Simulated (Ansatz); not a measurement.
input.yaml (Ansatz)

```yaml
crystal:
  lattice:
    - [3.5775408563, 0.0, 0.0]
    - [-1.7887704282, 3.0982412646, 0.0]
    - [0.0, 0.0, 11.685616355]
  atoms:
    - { symbol: Pr, position: [0.0, 0.0, 1.0], spin: 2.369 }
    - { symbol: Pr, position: [0.0, 0.0, 0.5], spin: 2.369 }
    - { symbol: Pr, position: [0.3333333333, 0.6666666667, 0.75], spin: 2.355 }
    - { symbol: Pr, position: [0.6666666667, 0.3333333333, 0.25], spin: 2.355 }
hamiltonian:
  xc: pbe
  pseudopotentials:
    kind: paw
    azcp:
      Pr: "pseudopotentials/Pr.paw.azcp"
basis:
  ecutwfc: 420
  fft_grid_basis: typed
kpoints:
  mp_grid: { grid: [5, 5, 2], shift: [0, 0, 0] }
magnetization:
  spin_polarized: true
scf:
  occupations: { method: fermi_dirac, width: 0.1 }
```

and its output:

```
band count auto-derived: 59 (N_el = 52.0; filled up to band 26; 37 by the electrons, moments and atoms)
Engine: ansatz 0.2.0, x86_64-unknown-linux-gnu
Pseudopotentials: kind: paw
Pseudopotential: Pr, paw, valence charge 13, recommended cutoff 420 eV (normal) 
Functional definition: PBE
  parameter kappa = 0.804
  parameter beta = 0.06672455060314922
  exchange = pbe_x(kappa = kappa, mu = beta*pi^2/3)
  correlation = pbe_c(beta = beta)
Crystal: 4 atoms, lattice volume = 129.524 Å³
Basis set: ecut = 420 eV, 2517 PW (Γ)
Bands: 59, of which v1, the nominal top of the filled ones, is band 26 counted from 1 (25 counted from 0)
Symmetry: 24 space group operations
Space group: P63/mmc (ITA 194), of the structure as read, at distance tolerance 5.1e-5 Å
Magnetic group: BNS 194.263 (UNI 1493), of the structure as read, at distance tolerance 5.1e-5 Å
k-points: 10 of 50
Non-local potential: Pr, projectors of the file, l = 0: 3, l = 1: 2, l = 2: 2, l = 3: 3
PAW form: soft (Blöchl's): semilocal exchange-correlation on the pseudo side does not see the compensation charge
PAW one-centre angular grid: Pr, 590 points (default); XC on 64 Gauss nodes
Initial density: superposition of atomic densities (chi_scale 0.1, normalization cell)
Starting moments: Σ|m| = 9.448 μB on 4 of 4 sites
Initial wavefunctions: pseudopotential atomic-orbital guess
Functional: x = pbe(κ = 0.804, μ = 0.2195149727645171), c = pbe(β = 0.06672455060314922)
iter 1 solved again at ethr=1.14e-3 eV; its pass at ethr=3.10e-3 eV (dr2=5.92e-1 eV) is discarded
SCF iter   1: F=—  HF=-27736.462550 eV  |F-HF|=—  |Δ(HF+E_count)|=         —  Δρ=3.37e-2 (↑3.07e-2 ↓3.37e-2)  dr2=5.99e-1  dr2_m=1.11e0  M=9.164 μB ∫|m|=9.164 μB  β_m=0.30  ethr=1.14e-3  ⟨swp⟩=1.0  Hψ=5192  notcnv=0
Mixer restart at iter 1: flushing history
spin=Collinear: Kerker preconditioning applied to the charge; magnetization (m = ρ↑ − ρ↓) channel mixes plain (no charge-response kernel on spin).
SCF iter   2: F=—  HF=-27736.939897 eV  |F-HF|=—  |Δ(HF+E_count)|=   4.77e-1  Δρ=2.45e-2 (↑2.27e-2 ↓2.45e-2)  dr2=1.77e-1  dr2_m=6.28e-1  M=9.376 μB ∫|m|=9.376 μB  β_m=0.57  ethr=1.14e-3  ⟨swp⟩=2.0  Hψ=2103  notcnv=0
SCF iter   3: F=—  HF=-27737.560901 eV  |F-HF|=—  |Δ(HF+E_count)|=         —  Δρ=8.94e-3 (↑8.94e-3 ↓4.98e-3)  dr2=1.50e-2  dr2_m=5.53e-2  M=9.870 μB ∫|m|=9.870 μB  β_m=0.57  ethr=3.41e-4  ⟨swp⟩=2.1  Hψ=2296  notcnv=0
...
SCF iter   4: F=—  HF=-27738.016119 eV  |F-HF|=—  |Δ(HF+E_count)|=   2.28e-4  Δρ=6.91e-4 (↑6.91e-4 ↓3.40e-5)  dr2=1.44e-3  dr2_m=1.40e-4  M=10.613 μB ∫|m|=10.613 μB  ethr=3.22e-7  ⟨swp⟩=1.0  Hψ=7984  notcnv=0
SCF iter   5: F=—  HF=-27738.016824 eV  |F-HF|=—  |Δ(HF+E_count)|=   7.05e-4  Δρ=3.47e-4 (↑3.47e-4 ↓8.80e-5)  dr2=3.08e-4  dr2_m=3.94e-5  M=10.597 μB ∫|m|=10.597 μB  ethr=1.92e-6  ⟨swp⟩=1.0  Hψ=8436  notcnv=0
SCF iter   6: F=—  HF=-27738.017053 eV  |F-HF|=—  |Δ(HF+E_count)|=   2.29e-4  Δρ=7.12e-4 (↑7.12e-4 ↓2.41e-5)  dr2=1.72e-3  dr2_m=1.47e-4  M=10.584 μB ∫|m|=10.584 μB  ethr=8.54e-7  ⟨swp⟩=1.0  Hψ=7780  notcnv=0
SCF iter   7: F=—  HF=-27738.017051 eV  |F-HF|=—  |Δ(HF+E_count)|=   2.33e-6  Δρ=2.21e-4 (↑2.21e-4 ↓6.43e-6)  dr2=1.64e-4  dr2_m=1.45e-5  M=10.582 μB ∫|m|=10.582 μB  ethr=1.92e-6  ⟨swp⟩=1.0  Hψ=6347  notcnv=0
SCF iter   8: F=—  HF=-27738.017051 eV  |F-HF|=—  |Δ(HF+E_count)|=   5.10e-7  Δρ=1.88e-5 (↑1.88e-5 ↓1.66e-6)  dr2=1.08e-6  dr2_m=1.04e-7  M=10.581 μB ∫|m|=10.581 μB  ethr=4.25e-7  ⟨swp⟩=1.0  Hψ=6346  notcnv=0
SCF iter   9: F=-27738.017051 eV  HF=-27738.017051 eV  |F-HF|=1.31e-8  |Δ(HF+E_count)|=   1.11e-8  Δρ=2.11e-6 (↑2.11e-6 ↓2.39e-7)  dr2=1.32e-8  dr2_m=1.34e-9  M=10.581 μB ∫|m|=10.581 μB  ethr=1.92e-10  ⟨swp⟩=1.0  Hψ=6345  notcnv=0
SCF iter  10: F=-27738.017051 eV  HF=-27738.017051 eV  |F-HF|=1.30e-8  |Δ(HF+E_count)|=  9.82e-11  Δρ=2.11e-6 (↑2.11e-6 ↓2.34e-7)  dr2=1.30e-8  dr2_m=1.34e-9  M=10.581 μB ∫|m|=10.581 μB  ethr=2.53e-11  ⟨swp⟩=1.0  Hψ=8072  notcnv=0
SCF 6 converged in 10 iterations: F = -27738.017051 eV  dr2 = 1.30e-8
iter 1 solved again at ethr=2.49e-11 eV; its pass at ethr=3.10e-3 eV (dr2=1.29e-8 eV) is discarded
SCF iter   1: F=—  HF=-27738.017051 eV  |F-HF|=—  |Δ(HF+E_count)|=         —  Δρ=2.12e-6 (↑2.12e-6 ↓2.35e-7)  dr2=1.30e-8  dr2_m=1.34e-9  M=10.581 μB ∫|m|=10.581 μB  β_m=0.30  ethr=2.49e-11  ⟨swp⟩=1.0  Hψ=10741  notcnv=0
spin=Collinear: Kerker preconditioning applied to the charge; magnetization (m = ρ↑ − ρ↓) channel mixes plain (no charge-response kernel on spin).
SCF iter   2: F=—  HF=-27738.017051 eV  |F-HF|=—  |Δ(HF+E_count)|=   1.12e-8  Δρ=2.29e-5 (↑2.29e-5 ↓2.40e-7)  dr2=1.16e-6  dr2_m=1.54e-7  M=10.581 μB ∫|m|=10.581 μB  β_m=0.16  ethr=2.49e-11  ⟨swp⟩=2.6  Hψ=4883  notcnv=0  recentre
SCF iter   3: F=-27738.017051 eV  HF=-27738.017051 eV  |F-HF|=3.20e-10  |Δ(HF+E_count)|=   1.13e-8  Δρ=2.68e-7 (↑2.68e-7 ↓1.91e-7)  dr2=4.40e-10  dr2_m=3.08e-11  M=10.581 μB ∫|m|=10.581 μB  ethr=2.49e-11  ⟨swp⟩=1.0  Hψ=6350  notcnv=0
SCF 7 converged in 3 iterations: F = -27738.017051 eV  dr2 = 4.40e-10
iter 1 solved again at ethr=1.00e-12 eV; its pass at ethr=1.92e-6 eV (dr2=4.28e-10 eV) is discarded
SCF iter   1: F=—  HF=-27738.017051 eV  |F-HF|=—  |Δ(HF+E_count)|=         —  Δρ=2.67e-7 (↑2.67e-7 ↓1.91e-7)  dr2=4.30e-10  dr2_m=3.08e-11  M=10.581 μB ∫|m|=10.581 μB  ethr=1.00e-12  ⟨swp⟩=1.0  Hψ=14020  notcnv=0
spin=Collinear: Kerker preconditioning applied to the charge; magnetization (m = ρ↑ − ρ↓) channel mixes plain (no charge-response kernel on spin).
SCF iter   2: F=—  HF=-27738.017445 eV  |F-HF|=—  |Δ(HF+E_count)|=   3.95e-4  Δρ=4.77e-3 (↑4.77e-3 ↓1.76e-4)  dr2=6.23e-2  dr2_m=6.61e-3  M=10.543 μB ∫|m|=10.543 μB  ethr=1.92e-6  ⟨swp⟩=1.0  Hψ=12086  notcnv=0
SCF iter   3: F=—  HF=-27738.017058 eV  |F-HF|=—  |Δ(HF+E_count)|=   3.87e-4  Δρ=1.15e-3 (↑1.15e-3 ↓4.10e-5)  dr2=5.26e-3  dr2_m=3.77e-4  M=10.579 μB ∫|m|=10.579 μB  ethr=1.92e-6  ⟨swp⟩=1.0  Hψ=6345  notcnv=0
SCF iter   4: F=—  HF=-27738.017051 eV  |F-HF|=—  |Δ(HF+E_count)|=   7.36e-6  Δρ=1.39e-4 (↑1.39e-4 ↓3.98e-6)  dr2=5.93e-5  dr2_m=5.61e-6  M=10.582 μB ∫|m|=10.582 μB  ethr=1.92e-6  ⟨swp⟩=1.0  Hψ=6344  notcnv=0
SCF iter   5: F=—  HF=-27738.017051 eV  |F-HF|=—  |Δ(HF+E_count)|=   2.86e-7  Δρ=3.16e-5 (↑3.16e-5 ↓7.25e-7)  dr2=3.51e-6  dr2_m=2.89e-7  M=10.581 μB ∫|m|=10.581 μB  ethr=1.57e-7  ⟨swp⟩=1.0  Hψ=6344  notcnv=0
SCF iter   6: F=—  HF=-27738.017051 eV  |F-HF|=—  |Δ(HF+E_count)|=   2.16e-8  Δρ=4.24e-6 (↑4.24e-6 ↓8.07e-8)  dr2=6.29e-8  dr2_m=5.31e-9  M=10.581 μB ∫|m|=10.581 μB  ethr=1.92e-10  ⟨swp⟩=1.0  Hψ=6344  notcnv=0
SCF iter   7: F=—  HF=-27738.017051 eV  |F-HF|=—  |Δ(HF+E_count)|=  3.27e-11  Δρ=4.02e-6 (↑4.02e-6 ↓6.28e-8)  dr2=5.85e-8  dr2_m=4.71e-9  M=10.581 μB ∫|m|=10.581 μB  ethr=1.61e-10  ⟨swp⟩=1.0  Hψ=6344  notcnv=0
```

The run was cut off at its time limit.

The f occupation was not exhaustively searched.
